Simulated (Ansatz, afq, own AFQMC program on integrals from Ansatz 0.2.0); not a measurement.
Where AFQMC and coupled cluster stand for AlBH, doublet

```yaml
atoms:
  - { symbol: B, position_ang: [0.0000, -0.5761, 1.3832] }
  - { symbol: Al, position_ang: [0.0000, 0.2753, -0.5110] }
  - { symbol: H, position_ang: [0.0000, -1.1898, -1.1572] }
```

Connectivity, by distances: B–AlH.

Basis 6-31G. Noble-gas cores (and the filled d shells of Ga–Kr and In–Xe) are frozen. Ansatz 0.2.0 and our own AFQMC program on the same integrals; the CISD trial comes from CCSD amplitudes, and released means the phaseless constraint is let go. ± is one standard error of the sampling.

Determinant: UHF, the one that the program's search chose, which needn't be the lowest solution. The geometry is a point of a scan.

Full CI on the same integrals is exact in this basis and with this determinant's frozen core.

Cautions: strong correlation (T1 0.086, weight of the determinant 0.77, largest double 0.13); unrestricted determinant spin contaminated (⟨S²⟩ 1.62 against 0.75); the released energies are still falling, so no released level is given (meV from the phaseless value at times in 1/Eh: -8 ± 4 at 0.24, -12 ± 4 at 0.51, -13 ± 7 at 0.99, -28 ± 3 at 1.62, -33 ± 3 at 2.40).

```
T1 diagnostic                               : 0.0865
weight of the determinant in the CISD state : 0.769
⟨S²⟩ of the determinant                     : 1.620
size of the correlated space                : 7 electrons in 18 orbitals
```

| level | correlation energy (eV) |
| --- | --- |
| MP2 | -1.3261 |
| CCSD | -2.1932 |
| CCSD(T) | -2.2997 |

(1) Estimate where phaseless AFQMC with a CISD trial lies against CCSD(T) on the same integrals.

(1) 84.4 ± 4.1 meV below CCSD(T).

Reference: full CI, correlation energy -2.429 eV. The cautions show a poor starting determinant, so the rows tell how each method copes with it here, and full CI is the sure value.

```json
{"level": "CCSD(T)", "E − E(reference) (meV)": "129.6", "share of correlation (%)": "94.67"}
{"level": "CCSDT", "E − E(reference) (meV)": "21.0", "share of correlation (%)": "99.13"}
{"level": "CCSDT(Q)", "E − E(reference) (meV)": "1.4", "share of correlation (%)": "99.94"}
{"level": "CCSDTQ", "E − E(reference) (meV)": "1.5", "share of correlation (%)": "99.94"}
{"level": "ph-AFQMC/CISD", "E − E(reference) (meV)": "45.2 ± 4.1", "share of correlation (%)": "98.14"}
```

CCSDT and higher add their correlation energy to the determinant of the CCSD(T) run, since their own runs factorise the integrals more tightly (a shift of under 2 meV). A walk keeps the symmetry of its determinant, which the program's search chose and which needn't be the lowest solution, so a lower state of the same spin and another symmetry isn't excluded.
